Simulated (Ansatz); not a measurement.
**[NO3]− (nitrate): HSE06/aug-cc-pVDZ**

What is the vertical ionisation energy of [NO3]− (nitrate) at HSE06/aug-cc-pVDZ? 

Program for the calculation: Ansatz 0.2.0.

**1. The system as given**

[NO3]−: 4 atoms, total charge -1, spin state singlet. SMILES: `O=[N+]([O-])[O-]`. Geometry: relaxed at PBE0-D4/def2-TZVPD.

Bond lengths: O1–N2 1.247 Å, N2–O3 1.247 Å, N2–O4 1.247 Å. Angles: O1–N2–O3 120.0°, O1–N2–O4 120.0°, O3–N2–O4 120.0°.

**2. A single-point energy at HSE06/aug-cc-pVDZ**

in.yaml reads:

```yaml
crystal:
  periodic: [false, false, false]
  atoms:
    - {symbol: O, position_ang: [0.296520, 0.524040, 1.091530]}
    - {symbol: N, position_ang: [0.000000, 0.000000, -0.000000]}
    - {symbol: O, position_ang: [0.470440, -1.113360, -0.305120]}
    - {symbol: O, position_ang: [-0.766950, 0.589330, -0.786420]}
basis:
  gaussian:
    orbitals: aug-cc-pVDZ
total_charge: -1
hamiltonian:
  xc: hse06
accuracy: high
output:
  orbitals: {seedname: orbitals}
```

Started as:

```sh
$ ansatz run in.yaml --threads 1 --pin off --max-ram 3480MiB --events-out events.jsonl --progress --plain --runs-dir runs
```

Standard output:

```text
Warning: RAYON_NUM_THREADS=1 ignored (pool sized by the plan → 1); use --threads N
Functional definition: HSE06
  name "HSE06"
  parameter a = 0.25
  parameter omega = 0.11/bohr
  exchange = pbe_x - a*pbe_x_sr(omega) + a*exact_x_sr(omega)
  correlation = pbe_c
1802 factors; integrals over basis functions are off by at most 2.7e-9 eV
101 factors; integrals over basis functions are off by at most 1.8e-9 eV
mean field evaluation 1: about -7617.4486 eV, gradient 5.5e1 eV
mean field evaluation 2: about -7606.4642 eV, gradient 1.0e2 eV
mean field evaluation 4: about -7622.3899 eV, gradient 6.4e-1 eV
mean field evaluation 8: about -7622.3921 eV, gradient 4.9e-2 eV
mean field evaluation 16: about -7622.3921 eV, gradient 2.9e-7 eV
mean field -7622.39210533 eV, -280.1177432280 hartree, gradient 8.5e-9 eV, S^2 0.000000; 0 other end points of the search recorded, 0 dependent functions left out
reference -7622.39210819 eV, -280.1177433331 hartree; 16, 16 occupied and 76, 76 virtual orbitals, 1802 factors
Total energy: -7622.39210819 eV, -280.1177433331 hartree
```

It took 4.2 s on 1 thread of Arm Neoverse V2, shared host; peak memory 0.26 GiB.

**3. Doublet neutral NO3**

molecule.yaml reads:

```yaml
crystal:
  periodic: [false, false, false]
  atoms:
    - {symbol: O, position_ang: [0.296520, 0.524040, 1.091530]}
    - {symbol: "N", position_ang: [0.000000, 0.000000, -0.000000]}
    - {symbol: O, position_ang: [0.470440, -1.113360, -0.305120]}
    - {symbol: O, position_ang: [-0.766950, 0.589330, -0.786420]}
basis:
  gaussian: {orbitals: aug-cc-pVDZ}
total_charge: 0
magnetization: {spin_polarized: true, initial_magnetization: 1}
hamiltonian: {xc: {name: HSE06}}
accuracy: high
output: {orbitals: {seedname: orbitals}}
```

Started as:

```sh
$ ansatz run molecule.yaml --threads 1 --pin off --max-ram 3480MiB --events-out events.jsonl --progress --plain --runs-dir runs
```

Standard output:

```text
Warning: RAYON_NUM_THREADS=1 ignored (pool sized by the plan → 1); use --threads N
[... 6 set-up lines as earlier in the session ...]
1800 factors; integrals over basis functions are off by at most 2.7e-9 eV
101 factors; integrals over basis functions are off by at most 1.8e-9 eV
mean field evaluation 1: about -7615.3317 eV, gradient 3.1e1 eV
mean field evaluation 2: about -7610.3194 eV, gradient 5.1e1 eV
mean field evaluation 4: about -7618.2815 eV, gradient 8.1e-1 eV
mean field evaluation 8: about -7618.4792 eV, gradient 4.0e-2 eV
mean field evaluation 16: about -7618.4792 eV, gradient 2.2e-4 eV
mean field evaluation 32: about -7618.1884 eV, gradient 1.8e0 eV
mean field -7618.47924142 eV, -279.9739481315 hartree, gradient 3.7e-8 eV, S^2 0.757855; 2 other end points of the search recorded, 0 dependent functions left out
reference -7618.47924500 eV, -279.9739482630 hartree; 16, 15 occupied and 76, 77 virtual orbitals, 1800 factors
Total energy: -7618.47924500 eV, -279.9739482630 hartree
```

It took 8.1 s on 1 thread of Arm Neoverse V2, shared host; peak memory 0.35 GiB.

**4. Outcome**

At HSE06/aug-cc-pVDZ:

| quantity | value |
| --- | --- |
| singlet [NO3]−: total energy | -280.11774 Eh |
| singlet [NO3]−: HOMO energy | -0.88 eV |
| singlet [NO3]−: LUMO energy | 4.63 eV |
| singlet [NO3]−: HOMO–LUMO gap (to an unbound level, set by the basis) | 5.51 eV |
| doublet neutral NO3: total energy | -279.97395 Eh |
| doublet neutral NO3: HOMO energy (highest over α and β) | -10.20 eV |
| doublet neutral NO3: LUMO energy (lowest over α and β) | -7.04 eV |
| doublet neutral NO3: ⟨S²⟩ | 0.758 |
| vertical detachment energy (to the doublet neutral) | 3.913 eV |

The vertical ionisation energy comes to 3.91 eV (378 kJ/mol). −ε(HOMO) before ionisation, 0.88 eV, is 3.03 eV below this ionisation energy.
